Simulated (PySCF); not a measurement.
Molecule: `O=S(=O)(F)F`, F$_{2}$O$_{2}$S.

Geometry:
| atom | x (Å) | y (Å) | z (Å) |
| --- | --- | --- | --- |
| O1 | 0.889 | -0.628 | -1.060 |
| S2 | 0.149 | -0.085 | 0.029 |
| O3 | 0.520 | -0.151 | 1.403 |
| F4 | -1.338 | -0.588 | -0.101 |
| F5 | -0.189 | 1.416 | -0.309 |

Geometry PBE0-D3(BJ)/def2-SVP throughout; GIAO in PySCF 2.14, gas phase, one conformer, non-relativistic; equivalent atoms averaged; functional PBE0.

**Question.** How do the absolute shieldings σ depend on the basis set? (ppm; last column core-seconds on 1 thread of an Arm Neoverse V1, shared host)

**Answer.** 
| basis set | functions | O1/O3 | S2 | F4/F5 | core-s |
| --- | --- | --- | --- | --- | --- |
| pcSseg-0 | 49 | 51.5 | 115.1 | 110.0 | 2.2 |
| cc-pVDZ | 74 | 107.1 | 267.6 | 127.1 | 3.3 |
| aug-cc-pVDZ | 119 | 108.9 | 259.7 | 126.3 | 5.5 |
| cc-pVTZ | 154 | 98.4 | 206.5 | 112.8 | 7.7 |
| IGLO-III | 184 | 81.8 | 182.9 | 96.8 | 9.1 |

**Question.** Which nucleus moves most, in ppm?

**Answer.** S2 (sulfonyl sulfur): from 115.1 ppm with pcSseg-0 to 267.6 ppm with cc-pVDZ. The smallest spread is 30.3 ppm, at F4/F5.

**Question.** Taking the largest basis, IGLO-III (184 functions), as the yardstick, rank the others by their worst heavy-atom deviation.

**Answer.** cc-pVTZ 23.6 ppm (154 functions), pcSseg-0 67.8 ppm (49 functions), aug-cc-pVDZ 76.8 ppm (119 functions), cc-pVDZ 84.7 ppm (74 functions).

A small basis that lands close on one nucleus may do so by chance; judge by the trend and by all nuclei.
